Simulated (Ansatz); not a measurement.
A calculation with Ansatz (development build ahead of 0.2.0).

```yaml
crystal:
  periodic: [false, false, false]
  atoms:
    - { symbol: F, position_ang: [0.0, 0.0, 0.0] }
    - { symbol: H, position_ang: [1.239, 0.0, 1.03965] }
    - { symbol: H, position_ang: [-0.6523, 0.0, 0.54735] }
basis:
  gaussian: { orbitals: "6-31G" }
total_charge: 1
hamiltonian:
  xc: hf
correlation:
  method: fci
  frozen_orbitals: { F: 1, H: 0 }
```

The input is written out in the form of the current development build from the run's settings.

Results

```json
{
 "Converged": "yes",
 "Total energy": "-100.20401 hartree",
 "State": "lowest singlet root, of any spatial symmetry"
}
```
